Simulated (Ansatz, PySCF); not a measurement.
Species: ammonia, NH$_{3}$ (charge 0, singlet). SMILES: N
Geometry: optimised at B3LYP-D3(BJ)/def2-TZVP (Ansatz, a first-principles code).

Wanted: vertical ionisation energy (to the doublet state of charge +1; each state is the SCF solution reached for its spin; the molecule has degenerate orbitals, so one determinant may break the symmetry), in eV. Valence correlation only, unless marked. UHF or UKS for open shells. Spin-orbit coupling is left out. Non-relativistic. Basis-set limits of correlation are two-point, X^-3; Hartree-Fock from the larger set. The bracket is a focal-point correction in the basis named.

Measured: 10.82 eV (CCCBDB table in ASE); it holds spin-orbit and relativistic effects, which these rows lack, and core correlation, which the frozen-core levels lack. This is an older compilation, not checked against later work.

```json
[
 {"level": "M06-2X/def2-TZVPD", "program": "PySCF", "vertical ionisation energy (eV)": "10.90", "error against measurement": "0.08"},
 {"level": "MP2/aug-cc-pVDZ", "program": "Ansatz", "vertical ionisation energy (eV)": "10.78", "error against measurement": "-0.04"},
 {"level": "RI-MP2/def2-TZVPPD", "program": "Ansatz", "vertical ionisation energy (eV)": "10.89", "error against measurement": "0.07"},
 {"level": "CCSD/CBS(def2-TZVPPD,def2-QZVPPD)", "program": "Ansatz", "vertical ionisation energy (eV)": "10.82", "error against measurement": "0.00"},
 {"level": "RI-MP2/CBS(aug-cc-pVTZ,aug-cc-pVQZ)+[CCSD(T)-MP2]/aug-cc-pVQZ", "program": "Ansatz", "vertical ionisation energy (eV)": "10.93", "error against measurement": "0.11"},
 {"level": "CCSD(T)/CBS(def2-TZVPPD,def2-QZVPPD)", "program": "Ansatz", "vertical ionisation energy (eV)": "10.92", "error against measurement": "0.10"},
 {"level": "CCSD(T)/CBS(aug-cc-pVTZ,aug-cc-pVQZ)", "program": "Ansatz", "vertical ionisation energy (eV)": "10.92", "error against measurement": "0.10"}
]
```
